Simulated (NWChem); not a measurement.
System: fluoromethane (CH₃F); SMILES CF

Here is an NWChem input.

```
start job
memory heap 200 mb stack 900 mb global 1100 mb
geometry units angstroms noautosym nocenter noautoz
  C      0.000000     0.000000    -0.601791
  F      0.000000     0.000000     0.761623
  H      0.732586     0.732586    -0.979623
  H      0.268145    -1.000731    -0.979623
  H     -1.000731     0.268145    -0.979623
end
basis spherical
  * library cc-pvtz
end
dft
  xc b3lyp
  iterations 150
end
tddft
  cis
  ecut -9.0
  nroots 6
  notriplet
end
task tddft energy
```

Excerpt of the output:

```
             Northwest Computational Chemistry Package (NWChem) 7.3.0
             --------------------------------------------------------

                             Geometry "geometry" -> ""
                             -------------------------

 Output coordinates in angstroms (scale by  1.889725989 to convert to a.u.)

  No.       Tag          Charge          X              Y              Z
 ---- ---------------- ---------- -------------- -------------- --------------
    1 C                    6.0000     0.00000000     0.00000000    -0.60179100
    2 F                    9.0000     0.00000000     0.00000000     0.76162300
    3 H                    1.0000     0.73258600     0.73258600    -0.97962300
    4 H                    1.0000     0.26814500    -1.00073100    -0.97962300
    5 H                    1.0000    -1.00073100     0.26814500    -0.97962300

 Effective nuclear repulsion energy (a.u.)      37.5326405142

                                 NWChem DFT Module
                                 -----------------

 Summary of "ao basis" -> "ao basis" (spherical)
 ------------------------------------------------------------------------------
       Tag                 Description            Shells   Functions and Types
 ---------------- ------------------------------  ------  ---------------------
 C                          cc-pvtz                 10       30   4s3p2d1f
 F                          cc-pvtz                 10       30   4s3p2d1f
 H                          cc-pvtz                  6       14   3s2p1d

            General Information
            -------------------
          SCF calculation type: DFT
          Wavefunction type:  closed shell.
          No. of atoms     :     5
          No. of electrons :    18
           Alpha electrons :     9
            Beta electrons :     9
          Charge           :     0
          Spin multiplicity:     1
          Use of symmetry is: off; symmetry adaption is: off
          Maximum number of iterations: 150
          AO basis - number of functions:   102
                     number of shells:    38
          Convergence on energy requested:  1.00D-06
          Convergence on density requested:  1.00D-05
          Convergence on gradient requested:  5.00D-04

              XC Information
              --------------
                         B3LYP Method XC Potential
                     Hartree-Fock (Exact) Exchange  0.200
                        Slater Exchange Functional  0.800 local
                    Becke 1988 Exchange Functional  0.720 non-local
              Lee-Yang-Parr Correlation Functional  0.810
                  VWN I RPA Correlation Functional  0.190 local

[...]

                                NWChem TDDFT Module
                                -------------------

            General Information
            -------------------
           No. of orbitals :     204
            Alpha orbitals :     102
             Beta orbitals :     102
        Alpha frozen cores :       0
         Beta frozen cores :       0
     Alpha frozen virtuals :       0
      Beta frozen virtuals :       0
         Spin multiplicity :       1
    Number of AO functions :     102
        Use of symmetry is : off
      Symmetry adaption is : off
         Schwarz screening :  0.10D-07

              XC Information
              --------------
                  B3LYP Method XC Potential
              Hartree-Fock (Exact) Exchange   0.20
                 Slater Exchange Functional   0.80 local
             Becke 1988 Exchange Functional   0.72 non-local
       Lee-Yang-Parr Correlation Functional   0.81
           VWN I RPA Correlation Functional   0.19 local

             TDDFT Information
             -----------------
          Calculation type : Tamm-Dancoff TDDFT
         Wavefunction type : Restricted singlets
          No. of electrons :      18
           Alpha electrons :       9
            Beta electrons :       9
              No. of roots :       6
          Max subspacesize :    5200
            Max iterations :     100
               Target root :       1
           Target symmetry : none
             Energy Cutoff :-0.90D+01
      Symmetry restriction : off
                 Algorithm : Optimal
        Davidson threshold :  0.10D-03

    6 smallest eigenvalue differences (eV)
--------------------------------------------------------
  No. Spin  Occ  Vir  Irrep   E(Occ)    E(Vir)   E(Diff)
--------------------------------------------------------
    1    1    2   10 a       -10.248     0.042   279.992
    2    1    2   11 a       -10.248     0.090   281.319
    3    1    2   12 a       -10.248     0.105   281.713
    4    1    2   13 a       -10.248     0.105   281.713
    5    1    2   14 a       -10.248     0.253   285.745
    6    1    2   15 a       -10.248     0.253   285.745
--------------------------------------------------------

  Entering Davidson iterations
  Restricted singlet excited states

  Iter   NTrls   NConv    DeltaV     DeltaE      Time
  ----  ------  ------  ---------  ---------  ---------
    1      6       0     0.86E-01   0.10+100       10.0
    2     12       0     0.46E-02   0.33E-02       10.2
    3     18       0     0.55E-03   0.18E-04       10.3
    4     24       6     0.32E-04   0.29E-07       10.0
  ----  ------  ------  ---------  ---------  ---------
  Convergence criterion met

  Ground state a        -139.799263690195 a.u.

  ----------------------------------------------------------------------------
  Root   1 singlet a             10.232159339 a.u.              278.4313 eV
  ----------------------------------------------------------------------------
     Transition Moments    X  0.00000   Y  0.00000   Z -0.05549
     Dipole Oscillator Strength                    0.0210073822
     Electric Quadrupole                           0.0000309325
     Magnetic Dipole                               0.0000000000
     Total Oscillator Strength                     0.0210383147

[...]
```

Level: B3LYP/cc-pVTZ, restricted-window TDA. Coordinates come from a PBE0/def2-SVP optimisation. The quadrupole and magnetic terms of the printed total strengths depend on the origin.
